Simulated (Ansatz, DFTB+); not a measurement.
# Isomers of C3H9N

2 of its isomers, all singlets with charge 0: A = isopropylamine `CC(C)N`; B = trimethylamine `CN(C)C`.

Shapes, held fixed at every level: PBE0-D4/def2-TZVP. Flexible molecules stand in one conformer, not always the lowest. Programs: Ansatz 0.2.0, DFTB+ 25.1.

A:

```xyz
13

C    -0.8090    0.9174   -0.6575
C    -0.0905   -0.3172   -0.1457
C     1.3858   -0.0464    0.0768
N    -0.6915   -0.7209    1.1204
H    -1.8721    0.7171   -0.8189
H    -0.7248    1.7292    0.0695
H    -0.3847    1.2512   -1.6071
H    -0.1775   -1.1024   -0.9164
H     1.8714    0.2607   -0.8522
H     1.9002   -0.9396    0.4430
H     1.5145    0.7456    0.8190
H    -1.6739   -0.9341    0.9960
H    -0.2478   -1.5605    1.4731
```

B:

```xyz
13

C    -0.5228    1.0051   -0.7818
N    -0.4231   -0.0357    0.2111
C     0.5407    0.2983    1.2302
C    -0.1321   -1.3131   -0.3914
H    -1.2976    0.7529   -1.5096
H    -0.7984    1.9490   -0.3059
H     0.4234    1.1647   -1.3329
H     0.2663    1.2419    1.7077
H     1.5676    0.4040    0.8317
H     0.5560   -0.4789    1.9979
H    -0.9067   -1.5672   -1.1187
H    -0.1170   -2.0917    0.3748
H     0.8437   -1.3293   -0.9131
```

Enthalpies at 298 K in kJ/mol, with harmonic thermal terms from PBE0-D4/def2-TZVP. Measured gas-phase heats of formation: A CRC Handbook of Chemistry and Physics; B Active Thermochemical Tables.

| level | kind | B − A |
| --- | --- | --- |
| DFTB1 | semi-empirical | +77.6 |
| HF/def2-TZVPP | Hartree–Fock | +55.9 |
| PBE-D4/def2-TZVPP | GGA | +54.2 |
| PBE0-D4/def2-TZVPP | global hybrid | +57.2 |
| B2PLYP/def2-TZVPP | double hybrid | +56.3 |
| MP2/def2-SVP | perturbation theory | +55.2 |
| CCSD/def2-SVP | coupled cluster or CI | +52.0 |
| CCSD(T)/CBS estimate | coupled cluster or CI | +61.7 |
| measured | experiment | +59.7 |

Experiment puts A lowest of these. All levels agree on that. Absolute errors: CCSD(T)/CBS estimate 2.0; PBE0-D4/def2-TZVPP 2.5; B2PLYP/def2-TZVPP 3.4; HF/def2-TZVPP 3.8; MP2/def2-SVP 4.5; PBE-D4/def2-TZVPP 5.5; CCSD/def2-SVP 7.7; DFTB1 17.9 kJ/mol. The CBS estimate extrapolates MP2 from def2-TZVPP and def2-QZVPP and adds CCSD(T) − MP2 in the triple-zeta set, cores frozen.
